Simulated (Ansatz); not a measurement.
A made-up structure of CH6MgSi, closed shell:

C1  (0.567, -0.375, -0.284)
Si2  (-0.671, 0.919, -0.900)
Mg3  (0.318, -1.111, 2.184)
H4  (-2.004, 0.441, -0.789)
H5  (-0.431, 1.238, -2.263)
H6  (-0.575, 2.117, -0.144)
H7  (1.539, 0.009, -0.462)
H8  (0.497, -1.212, -0.931)
H9  (0.156, -1.600, 3.815)
(Å)

It is relaxed with PBE-D4/def2-SVP and then PBE0-D4/def2-TZVP (Ansatz 0.2.0). Atoms count as bonded within 1.22 times the sum of their covalent radii (H–H: 0.88 Å). The end point is not checked to be a true minimum.

(1) Does its bonding change? (Judge from chemistry; the calculation decides.)

Answers

(1) The calculation gives: No: no bond forms or breaks.

Where it ends: The first stage lowers the energy by 0.97 eV in 7 steps. It ends as CH₆MgSi ([MgH][CH2][SiH3]):
```
9
angstrom
C 0.5774 -0.4171 -0.1964
Si -0.6260 0.8447 -0.8076
Mg 0.2882 -0.9391 1.8029
H -2.0263 0.3435 -0.6608
H -0.4649 1.2559 -2.2343
H -0.5350 2.0915 0.0114
H 1.5999 -0.0376 -0.3127
H 0.5017 -1.3247 -0.8077
H 0.0815 -1.3893 3.4324
```

Labels in which every atom is bracketed show which atoms are joined, not bond orders.

For scale, one of the runs: PBE0-D4/def2-TZVP relaxation, 136 basis functions, launched by `ansatz run in.yaml --threads 2 --pin off --events-out ev --progress --plain --max-ram 4352MiB`. The run took about 23 s on 2 CPU threads of an Arm Neoverse V1 (shared host).
